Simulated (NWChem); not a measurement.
System: acetamide (C$_{2}$H$_{5}$NO); SMILES CC(N)=O

Excerpt of the output:

```
             Northwest Computational Chemistry Package (NWChem) 7.3.0
             --------------------------------------------------------

 C1  symmetry detected

                             Geometry "geometry" -> ""
                             -------------------------

 Output coordinates in angstroms (scale by  1.889725989 to convert to a.u.)

  No.       Tag          Charge          X              Y              Z
 ---- ---------------- ---------- -------------- -------------- --------------
    1 C                    6.0000     0.22787427     1.37916941    -0.00110048
    2 C                    6.0000    -0.14285343    -0.08898410    -0.01066495
    3 N                    7.0000     0.90960632    -0.95268650    -0.00159983
    4 O                    8.0000    -1.29437359    -0.46842470     0.00030598
    5 H                    1.0000     1.22546886     1.58340038    -0.41586195
    6 H                    1.0000     0.19998832     1.74706878     1.03648270
    7 H                    1.0000    -0.52945054     1.93305746    -0.56976986
    8 H                    1.0000     0.71179917    -1.94420345     0.03168866
    9 H                    1.0000     1.86981363    -0.64423191    -0.00319596

 Effective nuclear repulsion energy (a.u.)     121.7974877986

  pbe96 is a nonlocal functional; adding pw91lda local functional.

                                 NWChem DFT Module
                                 -----------------

 Summary of "ao basis" -> "ao basis" (spherical)
 ------------------------------------------------------------------------------
       Tag                 Description            Shells   Functions and Types
 ---------------- ------------------------------  ------  ---------------------
 C                         def2-svpd                 8       20   4s2p2d
 N                         def2-svpd                 8       20   4s2p2d
 O                         def2-svpd                 9       23   4s3p2d
 H                         def2-svpd                 4        8   2s2p

[...]

                                NWChem TDDFT Module
                                -------------------

            General Information
            -------------------
           No. of orbitals :     246
            Alpha orbitals :     123
             Beta orbitals :     123
        Alpha frozen cores :       0
         Beta frozen cores :       0
     Alpha frozen virtuals :       0
      Beta frozen virtuals :       0
         Spin multiplicity :       1
    Number of AO functions :     123
        Use of symmetry is : off
      Symmetry adaption is : off
         Schwarz screening :  0.10D-07

              XC Information
              --------------
   PerdewBurkeErnzerhof Exchange Functional   1.00
     Perdew 1991 LDA Correlation Functional   1.00 local
    PerdewBurkeErnz. Correlation Functional   1.00 non-local

             TDDFT Information
             -----------------
          Calculation type : Tamm-Dancoff TDDFT
         Wavefunction type : Restricted singlets
          No. of electrons :      32
           Alpha electrons :      16
            Beta electrons :      16
              No. of roots :       6
          Max subspacesize :    5200
            Max iterations :     100
               Target root :       1
           Target symmetry : none
      Symmetry restriction : off
                 Algorithm : Optimal
        Davidson threshold :  0.10D-03

    6 smallest eigenvalue differences (eV)
--------------------------------------------------------
  No. Spin  Occ  Vir  Irrep   E(Occ)    E(Vir)   E(Diff)
--------------------------------------------------------
    1    1   16   17 a        -0.212    -0.020     5.234
    2    1   16   18 a        -0.212    -0.010     5.520
    3    1   15   17 a        -0.242    -0.020     6.044
    4    1   15   18 a        -0.242    -0.010     6.330
    5    1   16   19 a        -0.212     0.032     6.641
    6    1   16   20 a        -0.212     0.049     7.099
--------------------------------------------------------

  Entering Davidson iterations
  Restricted singlet excited states

  Iter   NTrls   NConv    DeltaV     DeltaE      Time
  ----  ------  ------  ---------  ---------  ---------
    1      6       0     0.29E+00   0.10+100       10.0
    2     12       0     0.19E+00   0.39E-01        9.9
    3     18       0     0.11E+00   0.36E-01        9.9
    4     24       3     0.51E-01   0.11E-01        9.9
    5     27       4     0.25E-01   0.29E-02        7.6
    6     29       5     0.44E-01   0.54E-03        6.7
    7     30       5     0.13E-01   0.20E-02        5.9
    8     31       5     0.25E-02   0.17E-03        5.8
    9     32       5     0.29E-03   0.73E-05        5.8
   10     33       6     0.46E-04   0.10E-06        5.9
  ----  ------  ------  ---------  ---------  ---------
  Convergence criterion met

  Ground state a        -208.836616910269 a.u.

  ----------------------------------------------------------------------------
  Root   1 singlet a              0.199400413 a.u.                5.4260 eV
  ----------------------------------------------------------------------------
     Transition Moments    X  0.01073   Y -0.00406   Z  0.05964
     Dipole Oscillator Strength                    0.0004902689
     Electric Quadrupole                           0.0000000257
     Magnetic Dipole                               0.0000015500
     Total Oscillator Strength                     0.0004918445

[...]
```

Level: PBE/def2-SVPD, TDA. All runs use the structure optimised with PBE0/def2-SVP.

**Question.** Write an input that gives this output.

**Answer.** Several could match; the one computed here: the input that was run:
```
start job
memory heap 200 mb stack 900 mb global 1100 mb
geometry units angstroms noautoz
  C      0.057091     1.398035     0.008532
  C     -0.123573    -0.104986     0.044499
  N      1.022622    -0.829683    -0.077102
  O     -1.207799    -0.625588     0.197867
  H      0.962312     1.719339    -0.526511
  H      0.110673     1.775407     1.041695
  H     -0.828221     1.843817    -0.461807
  H      0.957236    -1.837548    -0.019879
  H      1.928647    -0.403340    -0.197498
end
basis spherical
  * library def2-svpd
end
dft
  xc xpbe96 cpbe96
  iterations 150
end
tddft
  cis
  nroots 6
  notriplet
end
task tddft energy
```
